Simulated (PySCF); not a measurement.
Badger's rule along the second period: bonds to H

PBE0 in PySCF with def2-TZVPPD on every atom, for the lowest determinant that a PBE0 search found; no spin–orbit coupling. Badger's rule says that Re = d + c·k^(−1/3) for bonds between atoms of fixed rows.

| molecule | state (unpaired electrons) | Re (Å) | k (mdyn/Å) |
| --- | --- | --- | --- |
| HF | singlet (closed shell) | 0.918 | 9.70 |
| OH | doublet (π ↑) | 0.971 | ? |
| NH | triplet (π ↑↑) | 1.038 | ? |
| CH | doublet (π ↑) | 1.124 | ? |
| BH | singlet (closed shell) | 1.240 | 2.95 |

Q: Fix c and d from HF and BH.

A: c = (1.24 − 0.918)/(2.95^(−1/3) − 9.7^(−1/3)) = 1.410, d = 0.918 − c·9.7^(−1/3) = 0.257 Å.

Q: Predict k of the others and set the computed values beside them.

A: 

```
molecule  k by the rule  k computed  difference (%)
      OH           7.70        7.94              -3
      NH           5.88        6.10              -4
      CH           4.30        4.45              -3
```

The rule misses by 3 % on average, well for two fitted constants.

States were picked by a PBE0 search and need not be the measured ground states.
